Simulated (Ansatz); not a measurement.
Species: SiH2, charge -1, doublet. SiH2- (parent SMILES [SiH2], doublet).
B3LYP-D3(BJ)/def2-TZVP minimum from Ansatz (a quantum-chemistry and plane-wave program):
```xyz
3

Si     0.1348    -0.0018     0.0000
H     -0.9588    -1.1035     0.0104
H     -0.9286     1.1291    -0.0104
```
Charge -1, spin multiplicity 2.

Total energies in aug-cc-pV(T+d)Z, 7 correlated electrons, 5 frozen orbitals. Radicals and triplets start from unrestricted determinants; spin-orbit coupling is neglected. Correlated methods leave the cores frozen. No relativity. The spin of H2Si- (parent SMILES [SiH2], doublet) was assumed, and the state is the lowest solution found for it.

```
method    program  energy (Eh)  minus CCSDT(Q) (mEh)
--------  -------  -----------  --------------------
HF         Ansatz   -290.05351                160.29
MP2        Ansatz   -290.18059                 33.21
CCSD       Ansatz   -290.20642                  7.39
CCSD(T)    Ansatz   -290.21244                  1.37
CCSDT(Q)   Ansatz   -290.21381                  0.00
```

Rough core times of Ansatz's runs on a shared machine: CCSD(T) 80 s, CCSDT(Q) 8 min.
